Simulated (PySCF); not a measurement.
**Frontier levels across methods**

C₄H₃FS.
Numbering: `[F:1][c:2]1[cH:3][cH:4][s:5][cH:6]1` (hydrogens: H7 on C3; H8 on C4; H9 on C6)

Cartesian coordinates in Å at the PBE0-D3(BJ)/def2-SVP level; atoms count from 1:
```xyz
9
C4H3FS angstrom
F     -1.154   -0.273    1.930
C     -0.576   -0.044    0.758
C      0.707   -0.563    0.433
C      1.085   -0.189   -0.828
S     -0.108    0.775   -1.600
C     -1.148    0.703   -0.235
H      1.300   -1.178    1.109
H      2.011   -0.431   -1.348
H     -2.116    1.200   -0.220
```

Basis pcSseg-2 throughout (PySCF), one geometry. Geometry: PBE0-D3(BJ)/def2-SVP; no solvent, vibrations or thermal averaging.

Question: How do the orbital energies, the gap and the dipole change with the method?

Answer: 
```
method           kind  HOMO (eV)  LUMO (eV)  gap (eV)  μ (D)  SCF cycles
  BLYP            GGA      -5.72      -1.39      4.33   1.12          17
  OPBE            GGA      -5.86      -1.44      4.42   0.99          16
   PBE            GGA      -5.88      -1.52      4.36   1.07          16
  BP86            GGA      -5.97      -1.61      4.36   1.07          16
   LDA            LDA      -6.08      -1.74      4.35   1.14          15
  PBE0  global hybrid      -6.98      -0.68      6.30   1.16          14
    HF   Hartree–Fock      -9.18       2.74     11.92   1.31          12
```

The HOMO spans 3.46 eV, from BLYP down to HF, and the gap runs from 4.33 eV (BLYP) to 11.92 eV (HF). Over the methods BLYP (0 %), OPBE (0 %), PBE (0 %), BP86 (0 %), LDA (0 %), PBE0 (25 %), HF (100 %), a straight line through the gap against the share of exact exchange rises by 0.76 eV for each 10 % (correlation coefficient 1.000). The dipole ranges from 0.99 D (OPBE) to 1.31 D (HF). This basis has no diffuse functions.

The vertical ΔSCF ionisation energy at PBE0/def2-SVPD is 9.11 eV; −ε(HOMO) comes closest to it with HF (9.18 eV).
